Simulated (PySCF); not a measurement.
# QCISD(T)/STO-6G run of PH3S (SMILES [PH3]=S)

What is the energy change on altering one bond length of PH3S at QCISD(T)/STO-6G? Input form: a Python script.

The results are computed with PySCF 2.14.0.

11 further runs of the same task are left out: 2 that didn't finish, 9 set aside as unsound or not needed.

**1. The molecule**

The species is PH3S (5 atoms), meant as a singlet with charge 0. SMILES: `[PH3]=S`. The shape is that of a GFN2-xTB optimisation.

Bond lengths: P1–S2 1.914 Å, P1–H3 1.394 Å, P1–H4 1.394 Å, P1–H5 1.394 Å. Angles: S2–P1–H3 118.2°, S2–P1–H4 118.2°, S2–P1–H5 118.2°, H3–P1–H4 99.6°, H3–P1–H5 99.4°, H4–P1–H5 99.4°.

**2. A single-point energy at QCISD(T)/STO-6G**

File run.py:

```python
# [PH3]=S
from pyscf import gto, cc

mol = gto.M(
    atom='''
P    0.007920  -0.006600   0.007660
S    1.261690  -0.941140   1.111260
H   -1.166840   0.461930   0.594540
H   -0.532470  -0.676580  -1.089190
H    0.429710   1.162380  -0.624270
''',
    max_memory=1860,
    spin=0,
    basis='sto-6g',
    verbose=3,
)

myscf = mol.RHF()
myscf.conv_tol = 1e-10
myscf.kernel()
if not myscf.converged:
    myscf = myscf.newton().run(myscf.mo_coeff, myscf.mo_occ)

mycc = cc.QCISD(myscf, frozen=10)
mycc.kernel()
e_t = mycc.qcisd_t()
e_tot = mycc.e_tot + e_t
print('E(%s) = %.9f' % ('QCISD(T)', e_tot))
```

On the command line:

```sh
OMP_NUM_THREADS=1 python run.py
```

The log of the run:

```text
converged SCF energy = -737.357733220814
E(QCISD) = -737.4433222811217  E_corr = -0.08558906030732844
QCISD(T) correction = -0.00156770598649548
E(QCISD(T)) = -737.444889987
```

Run time: 1.7 s. Hardware: 1 thread of Intel Xeon Platinum 8259CL at 2.50GHz (Skylake/Cascade Lake), shared host; peak memory 0.12 GiB.

**3. The distorted shape at the same level**

File calc.py:

```python
from pyscf import gto, cc

mol = gto.M(
    atom=[
    ('P', (-0.995079, 0.741020, -0.875205)),
    ('S', (1.261690, -0.941140, 1.111260)),
    ('H', (-2.169839, 1.209550, -0.288325)),
    ('H', (-1.535469, 0.071040, -1.972055)),
    ('H', (-0.573289, 1.910000, -1.507135)),
],
    verbose=3,
    max_memory=1860,
    basis='sto-6g',
    charge=0,
)

calc0 = mol.RHF()
calc0.conv_tol = 1e-10
calc0.kernel()
if not calc0.converged:
    calc0 = calc0.newton().run(calc0.mo_coeff, calc0.mo_occ)

mycc = cc.QCISD(calc0, frozen=10)
mycc.kernel()
e_t = mycc.qcisd_t()
e_tot = mycc.e_tot + e_t
print(f'total energy: {e_tot:.8f} hartree')
```

On the command line:

```sh
OMP_NUM_THREADS=1 python calc.py
```

The log of the run:

```text
converged SCF energy = -737.296699376889
E(QCISD) = -737.3850108699802  E_corr = -0.08831149309072714
QCISD(T) correction = -0.000242558667261422
total energy: -737.38525343 hartree
```

Run time: 1.4 s. Hardware: 1 thread of Intel Xeon Platinum 8259CL at 2.50GHz (Skylake/Cascade Lake), shared host; peak memory 0.12 GiB.

**4. Summary of results**

At QCISD(T)/STO-6G, 10 core orbitals frozen:

| quantity | value |
| --- | --- |
| first shape: total energy | -737.44489 Eh |
| first shape: dipole moment (Hartree–Fock density) | 4.41 D |
| first shape: HOMO energy (Hartree–Fock orbitals) | -4.65 eV |
| first shape: LUMO energy (Hartree–Fock orbitals) | 11.78 eV |
| first shape: HOMO–LUMO gap (Hartree–Fock orbitals) | 16.43 eV |
| first shape: correlation energy (10 core orbitals frozen) | -87.2 mEh |
| first shape: (T) correction | -1.57 mEh |
| first shape: T1 diagnostic | 0.015 |
| distorted shape: total energy | -737.38525 Eh |
| distorted shape: dipole moment (Hartree–Fock density) | 1.19 D |
| distorted shape: HOMO energy (Hartree–Fock orbitals) | -6.13 eV |
| distorted shape: LUMO energy (Hartree–Fock orbitals) | 4.86 eV |
| distorted shape: HOMO–LUMO gap (Hartree–Fock orbitals) | 10.98 eV |
| distorted shape: correlation energy (10 core orbitals frozen) | -88.6 mEh |
| distorted shape: (T) correction | -0.24 mEh |
| distorted shape: T1 diagnostic | 0.004 |
| energy change with the P1–S2 bond stretched from 1.914 to 3.445 Å | 1.623 eV |

What this shows: With the P1–S2 bond stretched from 1.914 to 3.445 Å the energy rises by 1.62 eV (157 kJ/mol). The first shape isn't relaxed at this level, so the change isn't measured from a minimum. A restricted reference can't describe the breaking bond well at this length. The minimal basis adds a large error of its own. Mulliken charges (first shape) of the mean-field density run from -0.38 on S2 to +0.59 on P1. The triples (first shape) make up 1.8 % of the correlation energy. Mulliken charges (distorted shape) of the mean-field density run from -0.11 on H5 to +0.35 on P1; they depend strongly on the basis. The triples (distorted shape) make up 0.3 % of the correlation energy.
